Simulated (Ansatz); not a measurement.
# C3H5NO2: small, medium and large basis sets

An exercise on one series of results from a longer session: the logs are not shown, and one member is left open.

Program: Ansatz 0.2.0, Gaussian basis. Level of theory: one geometry, several basis sets. These are calculated values, not measurements.

Levels to be run: PBE0-D4/def2-SVP; ωB97M-V/def2-SVP; PBE0-D4/def2-QZVPP; ωB97M-V/def2-QZVPP; the functionals' def2-TZVPP values are taken from earlier runs.

### Structure used throughout

An earlier PBE0-D4 in a triple-zeta def2 set relaxation fixed the geometry.

SMILES `C/C=N/C(=O)O`, 11 atoms, charge 0, spin multiplicity 1.

Atoms are counted from 1 here; the program's logs count them from 0.

Bond lengths: C1–C2 1.480 Å, C1–H7 1.094 Å, C1–H8 1.089 Å, C1–H9 1.095 Å, C2–N3 1.266 Å, C2–H10 1.097 Å, N3–C4 1.397 Å, C4–O5 1.203 Å, C4–O6 1.338 Å, O6–H11 0.966 Å. Angles: C2–C1–H7 110.0°, C2–C1–H8 111.0°, C2–C1–H9 109.6°, H7–C1–H8 109.8°, H7–C1–H9 106.4°, H8–C1–H9 109.9°, C1–C2–N3 122.1°, C1–C2–H10 117.3°, N3–C2–H10 120.6°, C2–N3–C4 116.5°, N3–C4–O5 126.2°, N3–C4–O6 110.1°, O5–C4–O6 123.6°, C4–O6–H11 106.2°.

The first run:

Input file in.yaml:

```yaml
crystal:
  periodic: [false, false, false]
  atoms:
    - {symbol: C, position_ang: [1.214394, -0.634010, 1.452822]}
    - {symbol: C, position_ang: [0.587042, -0.070045, 0.237004]}
    - {symbol: N, position_ang: [-0.650956, -0.193708, 0.000254]}
    - {symbol: C, position_ang: [-1.106221, 0.316915, -1.217818]}
    - {symbol: O, position_ang: [-0.571146, 0.186912, -2.287946]}
    - {symbol: O, position_ang: [-2.277640, 0.939570, -1.046356]}
    - {symbol: H, position_ang: [1.676734, 0.164852, 2.040889]}
    - {symbol: H, position_ang: [0.481606, -1.161583, 2.060971]}
    - {symbol: H, position_ang: [2.022201, -1.315419, 1.167392]}
    - {symbol: H, position_ang: [1.239971, 0.462932, -0.465760]}
    - {symbol: H, position_ang: [-2.550486, 1.246585, -1.920754]}
basis:
  gaussian: {orbitals: def2-SVP}
hamiltonian: {xc: pbe0, dispersion: d4}
output: {orbitals: {seedname: orbitals}}
```

Steps of the session up to this table: PBE0-D4 in def2-SVP; ωB97M-V in def2-SVP; PBE0-D4 in def2-QZVPP; ωB97M-V in def2-QZVPP.

One of the session's tables, all rows but one given; the rest of the session is left out.

It belongs to the step «Density functionals: the series». 

```
functional       basis  HOMO (eV)
   PBE0-D4    def2-SVP          ?
   PBE0-D4  def2-TZVPP      -7.73
   PBE0-D4  def2-QZVPP      -7.77
   ωB97M-V    def2-SVP      -9.95
   ωB97M-V  def2-TZVPP     -10.15
   ωB97M-V  def2-QZVPP     -10.19
```

**Question.** Estimate the row for PBE0-D4, def2-SVP.

The run gave: HOMO (eV): -7.56. In the column «HOMO (eV)» it is the highest.
